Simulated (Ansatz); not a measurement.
# HSF+ (doublet): the correlation ladder, cc-pVDZ

One table from this session's results is given with a row withheld; the runs are named, their logs left out.

Program: Ansatz 0.2.0, Gaussian basis. Level of theory: cc-pVDZ, core rule «outside noble gas», up to 6 orbitals frozen. These are calculated values, not measurements.

To be run: UHF; CCSD(T) on ROHF; CCSD(T) on UHF; BCCD(T) on ROHF; CISD; CCSDT(Q) on ROHF; CCSDT(Q) on UHF.

26 further runs of the same task are left out: 13 for a known fault of the program, 7 that didn't finish, 6 set aside as unsound or not needed.

**The geometry**

The geometry is a PBE0/def2-TZVP stationary point (not a proven minimum) of the parent state, kept for this charge and spin.

3 atoms, charge 1, spin multiplicity 2.

Atoms are counted from 1 here; the program's logs count them from 0.

Bond lengths: F1–S2 1.616 Å, S2–H3 1.347 Å. Angles: F1–S2–H3 96.1°.

Set-up of the first run:

Contents of in.yaml:

```yaml
crystal:
  periodic: [false, false, false]
  atoms:
    - {symbol: F, position_ang: [0.000000, 0.043080, 1.028580]}
    - {symbol: S, position_ang: [0.000000, -0.065184, -0.583802]}
    - {symbol: H, position_ang: [0.000000, 1.261654, -0.815305]}
basis:
  gaussian: {orbitals: cc-pVDZ}
total_charge: 1
magnetization: {spin_polarized: true, initial_magnetization: 1}
hamiltonian: {xc: hf}
output: {orbitals: {seedname: orbitals}}
```

On the command line:

```bash
$ ansatz run in.yaml --threads 1 --pin off --events-out ev --progress --plain --max-ram 2393MiB
```

Among the steps run: UHF; CCSD(T) on ROHF; CCSD(T) on UHF; BCCD(T) on ROHF; CISD; CCSDT(Q) on ROHF; CCSDT(Q) on UHF.

One of the session's tables, all rows but one given; the rest of the session is left out.

```
   method  from UCCSDT(Q) (kJ/mol)
     ROHF                   +894.6
      UHF                   +880.5
     RMP2                    +81.1
     UMP2                    +83.1
     CISD                    +90.4
    RCCSD                    +26.5
    UCCSD                    +26.2
 RCCSD(T)                     +4.9
 UCCSD(T)                     +5.0
  BCCD(T)                     +4.6
   RCCSDT                     +2.5
   UCCSDT                        ?
RCCSDT(Q)                     +0.5
UCCSDT(Q)                        0
```

Q: Estimate the row for UCCSDT from the others.

The run gave: from UCCSDT(Q) (kJ/mol): +2.4. In the column «from UCCSDT(Q) (kJ/mol)» it lies between RCCSDT(Q) (+0.5) and RCCSDT (+2.5).

Caveats from the session: Restricted and unrestricted rows rest on different reference determinants; where their highest levels disagree by more than a few hundredths of an eV, they describe different states and don't form one ladder.
